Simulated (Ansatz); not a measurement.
# CH3ClO: the cost of one run

Program: Ansatz 0.2.0. Level of theory: the levels named in each step. These are calculated values, not measurements.

### 1 Starting point

Bond lengths: C1–O2 1.197 Å, C1–H4 1.100 Å, C1–H5 1.100 Å, Cl3–H6 1.293 Å. Angles: O2–C1–H4 122.5°, O2–C1–H5 122.3°, H4–C1–H5 115.2°.

Structure file:

```xyz
6

C     1.6370   -0.4800    1.4116
O     0.8607    0.4206    1.2728
Cl   -1.0483    0.0159   -1.1338
H     1.6549   -1.3528    0.7421
H     2.3836   -0.4933    2.2187
H    -0.3333    0.3314   -0.1037
```

### 2 A rough first relaxation, PBE-D4/def2-SVP

This run stands in another session on the same molecule. It ended at:

```xyz
6

C     1.5576   -0.4309    1.3646
O     0.8688    0.5714    1.3968
Cl   -0.7989   -0.2287   -1.0542
H     1.4061   -1.2250    0.5818
H     2.3745   -0.6043    2.1170
H    -0.2536    0.3592    0.0016
```

### 3 Relaxation, B2PLYP/def2-TZVPP

Contents of input.yaml:

```yaml
crystal:
  periodic: [false, false, false]
  atoms:
    - { symbol: C, position_ang: [1.55763577, -0.43085572, 1.36458272] }
    - { symbol: O, position_ang: [0.86878727, 0.57140079, 1.39677216] }
    - { symbol: Cl, position_ang: [-0.79885043, -0.22871459, -1.05422194] }
    - { symbol: H, position_ang: [1.40609861, -1.22502462, 0.58184158] }
    - { symbol: H, position_ang: [2.37446873, -0.60428441, 2.11703322] }
    - { symbol: H, position_ang: [-0.25361994, 0.35924854, 0.00158226] }
basis:
  gaussian: { orbitals: def2-TZVPP }
hamiltonian:
  xc: { name: B2PLYP }
relax:
  f_tol: 0.002
  max_steps: 150
```

Command:

```sh
$ ansatz run input.yaml --threads 4 --pin off --max-ram 10240MiB --backend cpu --events-out ev --progress --plain --runs-dir out
```

**Question.** How long does this run take on 4 threads of Intel Xeon 6975P-C (Granite Rapids), shared host, and how much memory does it need?

About 20 s, with a peak of 0.53 GiB.
